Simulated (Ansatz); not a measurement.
Input file:

```yaml
crystal:
  periodic: [false, false, false]
  atoms:
    - {symbol: Ti, position_ang: [0.050000, 0.000000, 1.505800]}
    - {symbol: N, position_ang: [0.000000, 0.000000, 1.505800]}
basis:
  gaussian: {orbitals: STO-3G}
total_charge: 1
magnetization: {spin_polarized: true, initial_magnetization: 0}
correlation: {method: bccd, electrons: outside_noble_gas}
scf: {lower_state_search: light}
```

```sh
$ ansatz run in.yaml --threads 1 --pin off --events-out ev --progress --plain --max-ram 2393MiB
```

(1) One thing in this input was set wrong on purpose, beside settings that are merely unusual. What is the gravest fault, and what does the program do?

Answers

(1) Atoms on top of each other. How the run ends: converged.
```
298 factors; integrals over basis functions are off by at most 8.6e-5 eV
mean field evaluation 1: about 8238.1892 eV, gradient 1.7e2 eV
mean field evaluation 2: about 8238.0092 eV, gradient 1.7e2 eV
mean field evaluation 4: about 8224.6232 eV, gradient 7.5e-1 eV
mean field evaluation 8: about 8224.6151 eV, gradient 4.8e-2 eV
mean field evaluation 16: about 8224.3667 eV, gradient 1.7e0 eV
mean field evaluation 32: about 8216.1936 eV, gradient 4.1e0 eV
mean field evaluation 64: about 8237.3831 eV, gradient 1.7e2 eV
mean field evaluation 96: about 8215.9243 eV, gradient 9.2e-1 eV
mean field evaluation 128: about 8223.0051 eV, gradient 2.8e0 eV
mean field evaluation 160: about 8222.4542 eV, gradient 7.3e0 eV
mean field evaluation 192: about 8227.0014 eV, gradient 2.2e-2 eV
mean field evaluation 224: about 8239.2476 eV, gradient 1.7e2 eV
mean field evaluation 256: about 8225.9415 eV, gradient 3.2e-2 eV
mean field evaluation 288: about 8234.2026 eV, gradient 8.3e-1 eV
a density is far from that of the atoms, so the factors are made again for it
331 factors; integrals over basis functions are off by at most 3.5e-6 eV
mean field evaluation 320: about 8224.6151 eV, gradient 5.0e-5 eV
mean field evaluation 352: about 8220.7557 eV, gradient 1.4e1 eV
mean field evaluation 384: about 8219.3676 eV, gradient 9.1e-1 eV
mean field evaluation 416: about 8219.3431 eV, gradient 1.2e-3 eV
mean field evaluation 448: about 8221.5915 eV, gradient 3.8e-1 eV
mean field evaluation 480: about 8220.8404 eV, gradient 6.0e0 eV
mean field evaluation 512: about 8225.9438 eV, gradient 5.3e-1 eV
mean field evaluation 544: about 8239.2487 eV, gradient 1.7e2 eV
mean field evaluation 576: about 8220.7478 eV, gradient 1.1e1 eV
mean field 8215.90372217 eV, 301.9288928502 hartree, gradient 7.7e-7 eV, S^2 0.000000; 8 other end points of the search recorded, 0 dependent functions left out
determinant 8215.90372217 eV, 301.9288928502 hartree, with singles and doubles 8214.48783258 eV, 301.8768598676 hartree
determinant 8219.34306806 eV, 302.0552864802 hartree, with singles and doubles 8218.30935701 eV, 302.0172983000 hartree
determinant 8224.61506646 eV, 302.2490288482 hartree, with singles and doubles 8223.51958717 eV, 302.2087707267 hartree
10 core orbitals not correlated: weight in the atoms' cores, before any rotation towards them, 0.027 or more for the frozen orbitals, at most 0.000 for the correlated occupied ones
reference 8215.90372217 eV, 301.9288928502 hartree; 4, 4 occupied and 9, 9 virtual orbitals, 331 factors
second order -0.98277239 eV of doubles, -0.00000000 eV of singles
cycle   1  -1.41630520 eV  change   -2.0e-2 eV  update   5.7e-3
cycle   2  -1.41780330 eV  change   -1.5e-3 eV  update   1.5e-3
cycle   3  -1.41831479 eV  change   -5.1e-4 eV  update   1.9e-4
cycle   4  -1.41851161 eV  change   -2.0e-4 eV  update   6.5e-5
cycle   5  -1.41860101 eV  change   -8.9e-5 eV  update   2.8e-5
cycle   6  -1.41861198 eV  change   -1.1e-5 eV  update   6.2e-6
cycle   7  -1.41861144 eV  change    5.4e-7 eV  update   1.1e-6
Total energy: 8214.48511073 eV, 301.8767598412 hartree
```
